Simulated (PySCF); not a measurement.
Compound: C3H5FS.
Bonds: F1–C2, C2–C3, C3–S4, S4–C5, C2–C5. Hydrogens: H6 on C2; H7, H8 on C3; H9, H10 on C5.

The same species was optimised twice, with GFN2-xTB and with PBE0-D3(BJ)/def2-SVP (PySCF), and the same property calculations (PySCF, gas phase) were run on both structures.

```tsv
coordinate	GFN2-xTB	PBE0-D3(BJ)/def2-SVP	change
C3–H8 (Å)	1.089	1.101	+0.012
C5–H9 (Å)	1.089	1.101	+0.012
C5–H10 (Å)	1.086	1.099	+0.013
C3–H7 (Å)	1.086	1.099	+0.013
C2–H6 (Å)	1.095	1.103	+0.008
S4–C5 (Å)	1.832	1.839	+0.007
C3–S4 (Å)	1.832	1.839	+0.007
F1–C2 (Å)	1.372	1.367	-0.005
C2–C3 (Å)	1.526	1.523	-0.003
C2–C5 (Å)	1.526	1.523	-0.003
C5–C2–H6 (°)	113.2	110.4	-2.8
C3–C2–H6 (°)	113.1	110.5	-2.6
F1–C2–H6 (°)	106.5	108.5	+2.0
C2–C5–S4 (°)	91.3	89.3	-2.0
C2–C3–S4 (°)	91.3	89.3	-2.0
S4–C5–H10 (°)	114.0	115.9	+1.9
S4–C3–H7 (°)	114.1	115.9	+1.8
F1–C2–C5 (°)	113.8	115.4	+1.6
```

Rotational constants: A = 9712, B = 2941, C = 2443 MHz (GFN2-xTB) against A = 9926, B = 2912, C = 2417 MHz (PBE0-D3(BJ)/def2-SVP). Point groups within 0.08 Å: Cs and Cs.

On the GFN2-xTB structure: HOMO (eV) -6.65 [PBE0/pcSseg-1]; LUMO (eV) 0.16 [PBE0/pcSseg-1]; dipole (D) 0.85 [PBE0/pcSseg-1]; GIAO shielding of F1 (ppm) 328.5 [PBE0/pcSseg-1]; GIAO shielding of C2 (ppm) 99.1 [PBE0/pcSseg-1]; GIAO shielding of C3/C5 (mean) (ppm) 146.1 [PBE0/pcSseg-1]; GIAO shielding of S4 (ppm) 617.1 [PBE0/pcSseg-1].

Q: What do these properties become on the PBE0-D3(BJ)/def2-SVP structure?

A: 
```tsv
property	level	on GFN2-xTB	on PBE0-D3(BJ)/def2-SVP	change
HOMO (eV)	PBE0/pcSseg-1	-6.65	-6.74	-0.09
LUMO (eV)	PBE0/pcSseg-1	0.16	0.13	-0.03
dipole (D)	PBE0/pcSseg-1	0.85	0.45	-0.40
energy, GFN2-xTB geometry as zero (kcal/mol)	PBE0/pcSseg-1	0.0	-0.8	-0.8
GIAO shielding of F1 (ppm)	PBE0/pcSseg-1	328.5	322.7	-5.8
GIAO shielding of C2 (ppm)	PBE0/pcSseg-1	99.1	101.5	+2.4
GIAO shielding of C3/C5 (mean) (ppm)	PBE0/pcSseg-1	146.1	142.0	-4.1
GIAO shielding of S4 (ppm)	PBE0/pcSseg-1	617.1	604.5	-12.6
```

The heavy atoms differ by 0.083 Å rms after alignment. Among all bonds C3–H7, C3–H8, C5–H9 and C5–H10 change most and about equally (+0.012 to +0.013 Å). Changes are differences of the printed values. Neither structure is proved a minimum here.
